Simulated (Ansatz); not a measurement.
A nudged elastic band was laid between two geometries of C4H7FO (13 atoms, charge 0, multiplicity 1).

Level of theory: Ansatz, RKS PBE0/STO-3G.

| Item | Value |
| --- | --- |
| movable images | 9 |
| climbing image | yes |
| spring | 5.0 eV/Å² |
| optimiser | quadratic models (default) |
| start path | through a guess of the saddle point |
| force threshold | 0.03 eV/Å |
| iteration limit | 60 |
| end points | relaxed |

Initial state:

```xyz
13
Properties=species:S:1:pos:R:3
C 0.372 -2.476 0.007
C -0.100 -1.374 0.585
C 0.301 0.039 0.178
O -0.925 0.787 -0.138
C -0.534 2.153 -0.451
F -0.012 2.812 0.666
H 0.073 -3.475 0.337
H 1.088 -2.432 -0.820
H -0.819 -1.440 1.412
H 0.846 0.532 1.015
H 0.986 0.006 -0.695
H 0.222 2.181 -1.283
H -1.475 2.651 -0.798
```

Final state:

```xyz
13
Properties=species:S:1:pos:R:3
C 0.442 -2.598 0.097
C -0.066 -1.362 0.281
C 0.142 -0.198 -0.590
O 0.190 1.044 0.456
C -0.351 2.255 -0.274
F -0.652 3.221 0.655
H 0.050 -3.465 0.627
H 1.221 -2.792 -0.641
H -0.866 -1.259 1.033
H 1.201 -0.148 -0.937
H -0.535 0.814 1.135
H 0.482 2.547 -0.960
H -1.237 1.906 -0.867
```

(1) Which bonds break or form, and what moves?

(2) Give the energies along the band, and the barrier.

(3) What is the geometry of the highest image?

Results:

(1) Bonds broken: C3–H11. Bonds formed: O4–H11.

(2) It converged. The highest image is number 6 of 0 to 10, 104.4 kcal/mol above the first end and 7.6 kcal/mol above the last; the last end lies 96.8 kcal/mol above the first. The profile has 2 maxima (images 2, 6) with wells between them (image 4): this band takes more than one step, which may be the mechanism or a detour left from its start path. Neighbouring images differ by up to 3.5 eV, so the band resolves the path poorly. A vibrational analysis at the climbing image gives one clearly imaginary mode, 1026i cm⁻¹: a first-order saddle point. The orbitals stay closed-shell, which can raise the energy where a bond breaks towards radicals; this wasn't checked here. Limits of this set-up: minimal basis.

| image | path coordinate (Å) | energy (kcal/mol) | C3–H11 (Å) | O4–H11 (Å) |
| --- | --- | --- | --- | --- |
| 0 | 0.00 | 0.0 | 1.11 | 2.14 |
| 1 | 0.92 | 0.5 | 1.11 | 2.14 |
| 2 | 1.84 | 1.1 | 1.11 | 2.13 |
| 3 | 2.76 | 0.6 | 1.12 | 2.13 |
| 4 | 3.68 | 0.5 | 1.12 | 2.12 |
| 5 | 4.61 | 22.7 | 1.12 | 1.79 |
| 6 | 5.53 | 104.4 | 1.69 | 1.04 |
| 7 | 6.77 | 99.1 | 2.10 | 1.02 |
| 8 | 8.01 | 98.4 | 2.11 | 1.02 |
| 9 | 9.25 | 97.6 | 2.13 | 1.02 |
| 10 | 10.49 | 96.8 | 2.11 | 1.02 |

(3) 
```xyz
13
Properties=species:S:1:pos:R:3:forces:R:3
C 0.773 -2.430 0.517 0.01 -0.01 0.00
C -0.128 -1.488 0.186 0.00 0.02 -0.01
C 0.168 -0.269 -0.590 -0.01 -0.02 0.00
O -0.939 0.859 -0.019 0.00 0.00 -0.01
C -0.356 2.240 -0.135 0.00 0.00 0.01
F 0.502 2.414 0.924 0.00 0.00 0.00
H 0.474 -3.410 0.890 0.00 0.00 0.00
H 1.844 -2.275 0.373 0.00 0.00 0.00
H -1.193 -1.717 0.339 0.00 0.00 0.00
H 1.137 0.169 -0.256 0.01 0.00 0.00
H -1.214 0.608 -0.992 0.00 0.00 0.00
H 0.175 2.312 -1.121 0.00 0.00 0.00
H -1.221 2.952 -0.100 0.00 0.00 0.00
```

The run took 10 min on 1 thread of Arm Neoverse V2, on a shared host, peak memory 0.1 GiB.
